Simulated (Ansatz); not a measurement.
Input for Ansatz (a first-principles code): R-CCSD(T)/aug-cc-pVDZ on CH4O (SMILES CO) with ghost functions.

Ansatz 0.2 input:
```yaml
crystal:
  periodic: [false, false, false]
  atoms:
    - {symbol: O, position_ang: [-1.02234054, 0.44484334, -0.00345818]}
    - {symbol: H, position_ang: [-0.05807154, 0.41237134, -0.00310418]}
    - {symbol: C, position_ang: [-1.48376954, -0.89060866, 0.00481482]}
    - {symbol: H, position_ang: [-2.57005554, -0.85922166, 0.00395182]}
    - {symbol: H, position_ang: [-1.16174454, -1.45009266, -0.87671418]}
    - {symbol: H, position_ang: [-1.16280654, -1.43878766, 0.89380782]}
basis:
  gaussian:
    orbitals: aug-cc-pVDZ
    ghost_atoms:
      - {symbol: O, position_ang: [2.12458446, 0.34074234, -0.00076118]}
      - {symbol: H, position_ang: [2.56378846, 0.72889434, -0.76063418]}
      - {symbol: H, position_ang: [2.56246846, 0.74334634, 0.75232782]}
magnetization: {spin_polarized: false}
correlation: {method: ccsd_t, electrons: outside_noble_gas}
scf: {lower_state_search: off}
```

The log:

```
WARN ansatz: RAYON_NUM_THREADS=1 ignored (pool sized by the plan → 1); use --threads N
Functional definition: HF
these checks for a lower state are left out or cut short: stability, starts, cluster_reference, orbital_swaps, neighbouring_geometries, increment
integrals: 0.21 GiB planned
1088 factors; integrals over basis functions are off by at most 9.9e-4 eV
mean field: 0.24 GiB planned
mean field evaluation 1: about -3129.0702 eV, gradient 3.0e1 eV
mean field evaluation 2: about -3129.0704 eV, gradient 3.0e1 eV
mean field evaluation 4: about -3130.9580 eV, gradient 2.7e0 eV
mean field evaluation 8: about -3130.9795 eV, gradient 1.1e-4 eV
mean field -3130.97945887 eV, -115.0613728594 hartree, gradient 1.1e-6 eV, S^2 0.000000; 0 other end points of the search recorded, 0 dependent functions left out
2 core orbitals not correlated
reference -3130.97945887 eV, -115.0613728594 hartree; 7, 7 occupied and 114, 114 virtual orbitals, 1088 factors
second order -9.80439279 eV of doubles, -0.00000000 eV of singles
coupled cluster: 0.62 GiB planned
cycle   1  -10.13620234 eV  change   -3.3e-1 eV  update   6.7e-2
cycle   2  -10.37874165 eV  change   -2.4e-1 eV  update   1.9e-2
cycle   3  -10.43940263 eV  change   -6.1e-2 eV  update   9.1e-3
cycle   4  -10.43735902 eV  change    2.0e-3 eV  update   1.9e-3
cycle   5  -10.43726022 eV  change    9.9e-5 eV  update   7.0e-4
cycle   6  -10.43751279 eV  change   -2.5e-4 eV  update   2.3e-4
cycle   7  -10.43745043 eV  change    6.2e-5 eV  update   7.8e-5
cycle   8  -10.43742294 eV  change    2.7e-5 eV  update   2.8e-5
cycle   9  -10.43742464 eV  change   -1.7e-6 eV  update   1.0e-5
perturbative correction -0.28460435 eV, -0.0104590169 hartree
Total energy: -3141.70148786 eV, -115.4554001570 hartree
Checks for a lower state left out: stability, starts, cluster_reference, orbital_swaps, neighbouring_geometries, increment
```

The run converged.

Cost: very roughly 7 core-seconds.
